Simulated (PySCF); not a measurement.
Molecule: `InChI=1S/H2O/h1H2`.

Geometry:
| atom | x (Å) | y (Å) | z (Å) |
| --- | --- | --- | --- |
| O1 | -0.041 | 0.397 | 0.000 |
| H2 | -0.730 | -0.276 | 0.000 |
| H3 | 0.771 | -0.120 | 0.000 |

Geometry PBE0-D3(BJ)/def2-SVP throughout; GIAO in PySCF, gas phase, one conformer, non-relativistic; equivalent atoms averaged; basis pcSseg-2.

Problem. How do the absolute shieldings σ depend on the functional? (ppm; last column core-seconds on shared hosts with different chips, so compare them loosely)

Solution. 
| functional | kind | O1 | H2/H3 | core-s |
| --- | --- | --- | --- | --- |
| HF | Hartree–Fock | 326.3 | 30.45 | 0.18 |
| LDA | LDA | 334.4 | 30.69 | 0.51 |
| PBE | GGA | 327.9 | 31.18 | 0.68 |
| BLYP | GGA | 325.2 | 31.25 | 0.67 |
| BP86 | GGA | 326.1 | 31.22 | 0.67 |
| OPBE | GGA | 329.2 | 31.22 | 0.65 |
| KT2 | GGA | 324.3 | 31.23 | 0.68 |
| KT3 | GGA | 323.8 | 31.32 | 0.67 |
| B97-D | GGA | 325.2 | 31.24 | 0.67 |
| B3LYP | global hybrid | 325.8 | 31.00 | 0.52 |
| PBE0 | global hybrid | 328.1 | 30.91 | 0.5 |
| mPW1PW91 | global hybrid | 327.1 | 30.94 | 0.51 |
| WP04 | global hybrid | 314.1 | 30.99 | 1.6 |
| B97-2 | global hybrid | 326.2 | 31.02 | 1.3 |
| BHandHLYP | global hybrid | 326.6 | 30.69 | 1.3 |
| CAM-B3LYP | range-separated hybrid | 329.8 | 30.79 | 1.5 |
| wB97X-D | range-separated hybrid | 326.8 | 30.93 | 1 |
| LC-wPBE | range-separated hybrid | 332.6 | 30.82 | 1.9 |

Problem. Which nucleus moves most, in ppm?

Solution. O1 (oxygen bonded to 2 H): from 314.1 ppm with WP04 to 334.4 ppm with LDA. The smallest spread is 0.87 ppm, at H2/H3.
